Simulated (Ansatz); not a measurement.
## Two structures, one formula

Two relaxed structures of CH4OS, closed shell (PBE0-D4/def2-TZVP; forces vanish, vibrations not checked).

A:

```xyz
7
angstrom
C -0.6022 0.4265 -0.2595
S 1.2992 -1.2442 0.2466
O 0.7690 0.1359 -0.4765
H -1.2361 -0.4168 -0.5473
H -0.8325 1.2923 -0.8824
H -0.7888 0.6737 0.7910
H 1.5074 -0.7592 1.4920
```

B:

```xyz
7
angstrom
C -0.5883 0.4459 -0.7394
S 0.8578 0.6475 -1.4002
O 1.0757 -1.8075 0.7943
H -0.7559 -0.2907 0.0464
H -1.4475 1.0365 -1.0560
H 1.3945 -1.2033 0.1084
H 1.6986 -1.7157 1.5178
```

Computed with Ansatz 0.2.0 (basis: def2-TZVPP); correlated methods freeze the cores. B3LYP uses VWN-RPA correlation.

(1) Which structure is lower at CCSD(T), and by how much? (An estimate is asked for; the value comes from the calculation.)

T1 diagnostic: at most 0.015. The restricted Hartree–Fock reference is unstable towards an unrestricted one at one or more of these structures.

Results:

(1) Computed: B, by 0.443 eV (electronic energy, against the other). By their contacts, A is CH₄OS ([CH3][O][SH]) and B is a complex of CH₂S ([CH2][S]) + H₂O.

All methods give the same order:

| method | E(B) − E(A) (eV) |
| --- | --- |
| PBE-D4 | -0.270 |
| r2SCAN-D4 | -0.252 |
| PBE0-D4 | -0.212 |
| B3LYP-D4 | -0.314 |
| wB97M-V | -0.275 |
| HF | -0.284 |
| MP2 | -0.474 |
| CCSD | -0.394 |
| CCSD(T) | -0.443 |

Labels in which every atom is bracketed show which atoms are joined, not bond orders.

For scale, one of the runs: CCSD(T)/def2-TZVPP, 160 basis functions, launched by `ansatz run in.yaml --threads 2 --pin off --events-out ev --progress --plain --max-ram 4352MiB`. The run took 17 s on 2 CPU threads of an Arm Neoverse V2 (shared host), with 1.2 GiB of host memory at its peak.
